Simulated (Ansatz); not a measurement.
Si2C. Total charge 0; quintet. Geometry PBE0-D4/def2-TZVP; atoms count from 1.

Cartesian coordinates in Å:
```
Si 0.770 1.585 0.141
Si -0.776 -1.599 -0.142
C 0.006 0.013 0.001
```

At PBE0-D4/def2-TZVP a singlet of charge 0 lies 4.43 eV below the quintet, each at its own geometry. The structure comes from a short search, and lower isomers may exist.

Question: Estimate the Mulliken populations from the PBE0/def2-TZVP orbitals of Ansatz.

Answer: 
```json
{"atom": "Si1", "charge (e)": "-0.01", "spin (α − β)": "1.23"}
{"atom": "Si2", "charge (e)": "-0.02", "spin (α − β)": "1.28"}
{"atom": "C3", "charge (e)": "0.04", "spin (α − β)": "1.49"}
```
Mulliken values and Mayer orders depend strongly on the basis.

Question: Where does the spin sit?

Answer: Summed by element: Si 2.51, C 1.49, of 4 unpaired in all. Largest on single atoms: C3 1.49, Si2 1.28, Si1 1.23.

Question: And the Mayer bond orders between bonded heavy atoms (over 0.3)?

Answer: Si1–C3 1.22 (1.75 Å); Si2–C3 1.18 (1.80 Å). Values over 0.3 also appear between atoms too far apart for a bond (Si1–Si2 0.57 at 3.55 Å); they arise where an orbital or an unpaired electron spreads over both atoms.
